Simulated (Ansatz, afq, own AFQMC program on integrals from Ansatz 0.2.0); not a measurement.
# Where AFQMC and coupled cluster stand for Se, triplet

A free Se atom.

Basis def2-TZVP. Noble-gas cores (and the filled d shells of Ga–Kr and In–Xe) are frozen. AFQMC by an in-house program on the Cholesky factors that Ansatz 0.2.0 writes for its CCSD(T) run. ph-AFQMC/CISD is guided by a CISD state made of CCSD amplitudes; releasing the constraint for a short imaginary time cuts its bias at the price of noise, slowly where states lie close. Error bars are statistical, one sigma. No spin–orbit coupling.

Determinant: UHF, the one that the program's search chose, which needn't be the lowest solution.

Full CI on the same integrals is exact in this basis and with this determinant's frozen core.

Cautions: no relativity below Rb; no spin-orbit coupling; inner d shell frozen.

The T1 diagnostic is 0.0084. The weight of the determinant in the CISD state is 0.938 and the ⟨S²⟩ of the determinant is 2.010. The size of the correlated space is 6 electrons in 34 orbitals.

| level | correlation energy (eV) |
| --- | --- |
| MP2 | -2.7243 |
| CCSD | -3.2411 |
| CCSD(T) | -3.3410 |

Question: Estimate where phaseless AFQMC with a CISD trial lies against CCSD(T) on the same integrals.

Answer: 1.2 ± 0.1 kJ/mol below CCSD(T).

Reference: full CI, correlation energy -3.360 eV. The released energy is read at 1.50 1/Eh (meV from the phaseless value at times in 1/Eh: -2.1 ± 1.2 at 0.24, -2.3 ± 1.3 at 0.50, -4.7 ± 0.7 at 1.00, -5.3 ± 0.8 at 1.50).

| level | E − E(reference) (kJ/mol) | share of correlation (%) |
| --- | --- | --- |
| CCSD(T) | 1.9 | 99.43 |
| CCSDT | 0.2 | 99.92 |
| CCSDT(Q) | 0.0 | 99.99 |
| CCSDTQ | 0.0 | 100.00 |
| ph-AFQMC/HF | 6.5 ± 1.1 | 97.99 |
| ph-AFQMC/CISD | 0.6 ± 0.1 | 99.80 |
| released AFQMC | 0.1 ± 0.08 | 99.96 |

CCSDT and higher add their correlation energy to the determinant of the CCSD(T) run, since their own runs factorise the integrals more tightly (a shift of under 2 meV). A walk keeps the symmetry of its determinant, which the program's search chose and which needn't be the lowest solution, so a lower state of the same spin and another symmetry isn't excluded. Released energies are given only where the last usable release times agree within the noise; a slower fall can still hide under it.
